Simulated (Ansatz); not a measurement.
## A ladder of methods for P2H4 (diphosphine)

P2H4: 6 atoms, total charge 0, spin state singlet. As SMILES, `PP`. Geometry: optimised at r2SCAN/def2-SVP. This is one conformer, not always the lowest.

Quantity: the adiabatic ionisation energy (to the doublet cation, shapes relaxed at r2SCAN/def2-SVP, no zero-point term), in eV. The values are calculated.

```csv
level,kind,program,value (eV),less CCSD(T)/def2-TZVPP,CPU time (all runs)
HF/def2-TZVPP,Hartree–Fock,Ansatz,7.71,-1.03,4.7 s
PBE/def2-TZVPP,GGA,Ansatz,8.58,-0.16,4.3 s
B3LYP/def2-TZVPP,global hybrid,Ansatz,8.67,-0.07,5.8 s
wB97M-V/def2-TZVPP,range-separated hybrid,Ansatz,8.79,+0.05,23 s
MP2/def2-TZVPP,perturbation theory,Ansatz,8.75,+0.01,4.9 s
CCSD(T)/def2-TZVPP,coupled cluster or CI,Ansatz,8.74,0.00,47 s
```

Differences are taken from CCSD(T)/def2-TZVPP for orientation; it has basis-set and higher-order errors of its own. The values span 7.71 to 8.79 eV. In so small a basis fixed costs decide the times, and correlated methods can beat functionals. CPU times are rough (shared hosts, several kinds of processor and program).
